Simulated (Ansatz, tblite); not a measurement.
**[Te3]2-: a ladder of methods and basis sets**

Aim: run the singlet of [Te3]2- at one geometry on many levels, and compare frontier levels, spin and run time.

The runs use Ansatz 0.2.0, Gaussian basis; as each input shows.

Plan: GFN1-xTB, GFN2-xTB, PBE-D4/def2-TZVPD, r2SCAN-D4/def2-TZVPD, B2PLYP/def2-TZVPD, r2SCAN0-D4/def2-TZVPD, BLYP-D4/def2-TZVPD, PBE-QIDH/def2-TZVPD, ωB97X-V/def2-TZVPD, BHLYP-D4/def2-TZVPD, B97M-V/def2-TZVPD, PBE-D4/def2-SVPD, PBE0-D4/def2-SVPD, CCSD(T)/def2-TZVPPD, MP2/def2-TZVPD, RPA/def2-TZVPD.

1 further run of the same task is left out (set aside as unsound or not needed). Runs told in other sessions of the task aren't counted.

### 1 The structure

The geometry is that of the singlet, from an earlier relaxation (B3LYP-D4/def2-SVPD).

3 atoms, charge -2, spin multiplicity 1.

Bond lengths: Te1–Te2 2.831 Å, Te2–Te3 2.831 Å. Angles: Te1–Te2–Te3 114.6°.

Te takes a core potential in the def2 sets. No spin-orbit coupling is included. The ion is computed in the gas phase, without counter-ions or solvent.

PBE0-D4/def2-TZVPD was run before; its log isn't repeated, and its numbers join the tables.

### 2 GFN1-xTB

Tight binding, by tblite at 300 K electronic temperature and without a spin-polarisation term:

```python
tblite.interface.Calculator('GFN1-xTB', numbers, positions, charge=-2, uhf=0).singlepoint()
```

Energy -314.6916 eV, HOMO 1.95 eV, LUMO 3.49 eV; 0.003 s.

### 3 GFN2-xTB

Tight binding, by tblite at 300 K electronic temperature and without a spin-polarisation term:

```python
tblite.interface.Calculator('GFN2-xTB', numbers, positions, charge=-2, uhf=0).singlepoint()
```

Energy -254.1534 eV, HOMO 6.82 eV, LUMO 9.19 eV; 0.003 s.

### 4 PBE-D4/def2-TZVPD

start.molden holds the orbitals of an earlier run on this state, given as this run's starting guess.

in.yaml reads:

```yaml
crystal:
  periodic: [false, false, false]
  atoms:
    - {symbol: Te, position_ang: [-1.983873, -1.179629, -0.778965]}
    - {symbol: Te, position_ang: [0.319802, -0.599292, 0.759876]}
    - {symbol: Te, position_ang: [1.664071, 1.778921, 0.019079]}
basis:
  gaussian: {orbitals: def2-TZVPD, initial_orbitals: start.molden}
total_charge: -2
hamiltonian: {xc: pbe, dispersion: d4}
scf: {omitted_lower_state_checks: [starts]}
output: {forces: true, orbitals: {seedname: orbitals}}
```

Run with:

```bash
$ ansatz run in.yaml --threads 4 --pin off --events-out ev --progress --plain --max-ram 3916MiB
```

Further steps of the session: r2SCAN-D4/def2-TZVPD; B2PLYP/def2-TZVPD; r2SCAN0-D4/def2-TZVPD; BLYP-D4/def2-TZVPD; PBE-QIDH/def2-TZVPD; ωB97X-V/def2-TZVPD; BHLYP-D4/def2-TZVPD; B97M-V/def2-TZVPD; PBE-D4/def2-SVPD; PBE0-D4/def2-SVPD; CCSD(T)/def2-TZVPPD; MP2/def2-TZVPD; RPA/def2-TZVPD.

Before running them: what should the planned runs give, taken together? Wanted: gap in def2-TZVPD, named functionals, smallest and largest; correlation energy, CCSD(T)/def2-TZVPPD; correlation energy, MP2/def2-TZVPD; PBE0 total energy, smallest basis above largest.

As calculated:

```
                                                  quantity                                 value
gap in def2-TZVPD, named functionals, smallest and largest  0.61 eV (BLYP-D4), 4.77 eV (ωB97X-V)
                   correlation energy, CCSD(T)/def2-TZVPPD                             -36.88 eV
                        correlation energy, MP2/def2-TZVPD                             -37.94 eV
           PBE0 total energy, smallest basis above largest       0.69 eV (def2-SVPD, def2-TZVPD)
```

In words: Orbital gaps of the named functionals in def2-TZVPD span 0.61 eV (BLYP-D4) to 4.77 eV (ωB97X-V); exact exchange widens it. All 8 functionals in this basis put the HOMO above zero: at these levels the basis alone holds the outermost electron.
